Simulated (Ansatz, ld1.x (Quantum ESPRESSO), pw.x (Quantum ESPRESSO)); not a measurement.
**promethium: does the PAW potential hold in the solid?**

```json
{"Element": "Pm (Z = 61)", "Generator": "ld1.x (Quantum ESPRESSO) 7.5", "Type": "PAW", "Functional": "LDA (PW92)", "Relativity": "scalar-relativistic", "Frozen core": "[Kr] 4d10", "Valence charge": "15", "Reference configuration": "4f5 5s2 5p6 5d0 6s2 6p0", "Partial waves": "5s (bound): rcut 1.85, rcutus 2.15 bohr; 6s (bound): rcut 1.85, rcutus 2.15 bohr; 5p (bound): rcut 2.40, rcutus 3.15 bohr; 6p (bound, empty): rcut 2.40, rcutus 3.15 bohr; 5d (bound, empty): rcut 3.75, rcutus 4.40 bohr; 5d channel at 1.55 Ry: rcut 3.75, rcutus 4.40 bohr; 4f (bound): rcut 1.15, rcutus 1.50 bohr; 4f channel at 1.75 Ry: rcut 1.15, rcutus 1.50 bohr", "Local potential": "all-electron potential smoothed inside 3.65 bohr (lloc = -1)", "Core correction": "Bessel-smoothed model core inside 1.15 bohr", "Augmentation charge": "PSQ, radius 1.30 bohr"}
```

Crystal test: fcc Pm in pw.x 7.5, no spin, 13³ k-points, Fermi–Dirac smearing 0.01 Ry, cutoffs 120/900 Ry. The reference is all-electron LAPW (Ansatz 0.2.0) with the same functional, mesh and smearing; V0 and B0 come from Birch–Murnaghan fits to the pressures at five volumes. Errors are pseudo minus all-electron; Δ is the rms difference of the E(V) curves that follow from these fits, minima aligned, over ±6 % about the mean V0. Mesh and smearing are coarse, so the numbers serve the comparison and aren't converged zero-temperature values; the lattice is a test structure that the element need not adopt. Spin polarisation and strong correlation are left out, which matters for this element.

```json
{"V (Å³/atom)": "18.269", "P all-electron (GPa)": "2.93", "P pseudo (GPa)": "13.82"}
{"V (Å³/atom)": "18.750", "P all-electron (GPa)": "1.33", "P pseudo (GPa)": "10.28"}
{"V (Å³/atom)": "19.231", "P all-electron (GPa)": "-0.01", "P pseudo (GPa)": "7.34"}
{"V (Å³/atom)": "19.712", "P all-electron (GPa)": "-1.15", "P pseudo (GPa)": "4.89"}
{"V (Å³/atom)": "20.193", "P all-electron (GPa)": "-2.11", "P pseudo (GPa)": "2.85"}
```

All-electron: a0 = 4.253 Å (V0 = 19.23 Å³/atom), B0 = 49.5 GPa.

Pseudopotential: mean pressure error (GPa): +7.64. The pressure does not cross zero within the volumes sampled, so no fit is given. The largest radius (4.40 bohr) exceeds half the bond length (2.84 bohr), so the spheres overlap, which is one possible source of error among others. This is a poor potential for the solid. Atomic configuration tests: test run stopped at test 4 of 9 (negative rho), 1 before it not solved.

**Question.** At the middle volume, how do free energy and pressure move when the wave cutoff is lowered (ecutrho held at 900 Ry)?

**Answer.**

```csv
cutoff (Ry),shift of F (meV/atom),shift of P (GPa)
54,+320.5,-17.37
72,+64.0,+0.08
96,+3.7,-0.16
```

Input at the middle volume:

```
&control
  calculation='scf', prefix='x', pseudo_dir='./', outdir='./tmp', tstress=.true., disk_io='none'
/
&system
  ibrav=0, nat=1, ntyp=1, ecutwfc=120, ecutrho=900, nbnd=15,
  occupations='smearing', smearing='fd', degauss=0.01
/
&electrons
  conv_thr=1e-09, mixing_beta=0.4, electron_maxstep=70
/
ATOMIC_SPECIES
Pm 1.0 Pm.UPF
CELL_PARAMETERS angstrom
  0.00000000 2.12646036 2.12646036
  2.12646036 0.00000000 2.12646036
  2.12646036 2.12646036 0.00000000
ATOMIC_POSITIONS crystal
Pm 0.0000 0.0000 0.0000
K_POINTS automatic
13 13 13 0 0 0
```

```bash
pw.x < Pm.scf.in > Pm.scf.out
```

Lines of the output:

```
Message from routine setup:
     using ibrav=0 with symmetry is DISCOURAGED, use correct ibrav instead
     lattice parameter (alat)  =       5.6829  a.u.
     unit-cell volume          =     129.7772 (a.u.)^3
     number of electrons       =        15.00
     number of Kohn-Sham states=           15
     kinetic-energy cutoff     =     120.0000  Ry
     charge density cutoff     =     900.0000  Ry
     scf convergence threshold =      1.0E-09
     Exchange-correlation= SLA  PW   NOGX NOGC
     number of k points=    84  Fermi-Dirac smearing, width (Ry)=  0.0100
     iteration #  1     ecut=   120.00 Ry     beta= 0.40
     total energy              =    -552.69522795 Ry
     estimated scf accuracy    <       4.35733650 Ry
     iteration #  2     ecut=   120.00 Ry     beta= 0.40
     total energy              =    -555.00479023 Ry
     estimated scf accuracy    <       8.06792799 Ry
     iteration #  3     ecut=   120.00 Ry     beta= 0.40
     total energy              =    -554.37178864 Ry
     estimated scf accuracy    <       1.86454033 Ry
     iteration #  4     ecut=   120.00 Ry     beta= 0.40
     total energy              =    -554.89474195 Ry
     estimated scf accuracy    <       4.44191663 Ry
     iteration #  5     ecut=   120.00 Ry     beta= 0.40
     total energy              =    -555.03904933 Ry
     estimated scf accuracy    <       0.43340831 Ry
     iteration #  6     ecut=   120.00 Ry     beta= 0.40
     total energy              =    -555.16665106 Ry
     estimated scf accuracy    <       0.17910543 Ry
     iteration #  7     ecut=   120.00 Ry     beta= 0.40
     total energy              =    -555.14455700 Ry
     estimated scf accuracy    <       0.30771574 Ry
     iteration #  8     ecut=   120.00 Ry     beta= 0.40
     total energy              =    -555.14477006 Ry
     estimated scf accuracy    <       0.09560497 Ry
     [... 6 iterations left out ...]
     iteration # 15     ecut=   120.00 Ry     beta= 0.40
     total energy              =    -555.14786377 Ry
     estimated scf accuracy    <       0.00003348 Ry
     iteration # 16     ecut=   120.00 Ry     beta= 0.40
     total energy              =    -555.14786066 Ry
     estimated scf accuracy    <       0.00001810 Ry
     iteration # 17     ecut=   120.00 Ry     beta= 0.40
     total energy              =    -555.14786235 Ry
     estimated scf accuracy    <       0.00000068 Ry
     iteration # 18     ecut=   120.00 Ry     beta= 0.40
     total energy              =    -555.14786335 Ry
     estimated scf accuracy    <       0.00000004 Ry
     iteration # 19     ecut=   120.00 Ry     beta= 0.40
     total energy              =    -555.14786340 Ry
     estimated scf accuracy    <       0.00000010 Ry
     iteration # 20     ecut=   120.00 Ry     beta= 0.40
     total energy              =    -555.14786334 Ry
     estimated scf accuracy    <       0.00000026 Ry
     iteration # 21     ecut=   120.00 Ry     beta= 0.40
     total energy              =    -555.14786336 Ry
     estimated scf accuracy    <          5.5E-09 Ry
     iteration # 22     ecut=   120.00 Ry     beta= 0.40
     the Fermi energy is    21.3836 ev
!    total energy              =    -555.14786337 Ry
     estimated scf accuracy    <          2.7E-10 Ry
     smearing contrib. (-TS)   =      -0.04524570 Ry
     The total energy is F=E-TS. E is the sum of the following terms:
     one-electron contribution =      -6.49656417 Ry
     hartree contribution      =      22.71622649 Ry
     xc contribution           =     -61.33088085 Ry
     ewald contribution        =    -128.35791072 Ry
     one-center paw contrib.   =    -381.63348842 Ry
     convergence has been achieved in  22 iterations
          total   stress  (Ry/bohr**3)                   (kbar)     P=       73.40
     Message from routine punch:
     Nothing written, as per user request (disk_io='none')
```

The run at the middle volume (84 k-points, 22 iterations) took about 2.4 min on one core of a shared host (Neoverse-V2, 96 threads, 742 GiB, load 53).
